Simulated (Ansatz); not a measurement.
# BClSi: the cost of one run

Program: Ansatz 0.2.0, Gaussian basis. Level of theory: def2-QZVPP, all electrons in the functionals. These are calculated values, not measurements.

The runs, in order: PBE, BLYP, r2SCAN, B97M-V, PBE0, B3LYP, at charge 0, triplet; charge 0, singlet; charge 0, quintet; charge 1, doublet; charge 1, quartet.

2 further runs of the same task are left out: 2 set aside as unsound or not needed.

## Step 1: What is computed

The geometry is a PBE0/def2-TZVP stationary point (not a proven minimum).

3 atoms, charge 0, spin multiplicity 3.

Atoms are counted from 1 here; the program's logs count them from 0.

Bond lengths: B1–Si2 1.881 Å, B1–Cl3 1.690 Å. Angles: Si2–B1–Cl3 180.0°.

No dispersion term is added; B97M-V holds VV10 nonlocal correlation. B3LYP takes the VWN-RPA correlation.

The geometry shown and the zero of energy belong to the point charge 0, triplet. The yardstick, UCCSD(T), and other wave-function levels (R restricted, U unrestricted, valence and pair active spaces) come from earlier runs.

## Step 2: PBE, charge 0, triplet

Contents of in.yaml:

```yaml
crystal:
  periodic: [false, false, false]
  atoms:
    - {symbol: B, position_ang: [0.000000, 0.000000, 0.063696]}
    - {symbol: Si, position_ang: [0.000000, 0.000000, -1.817242]}
    - {symbol: Cl, position_ang: [0.000000, 0.000000, 1.753546]}
basis:
  gaussian: {orbitals: "def2-QZVPP.json"}
magnetization: {spin_polarized: true, initial_magnetization: 2}
hamiltonian: {xc: {name: PBE}}
output: {orbitals: {seedname: orbitals}}
```

Launch:

```bash
> ansatz run in.yaml --threads 1 --pin off --events-out ev --progress --plain --max-ram 2393MiB
```

**Question.** How long does this run take on 1 thread of Arm Neoverse V2, shared host?

About 4.8 s.
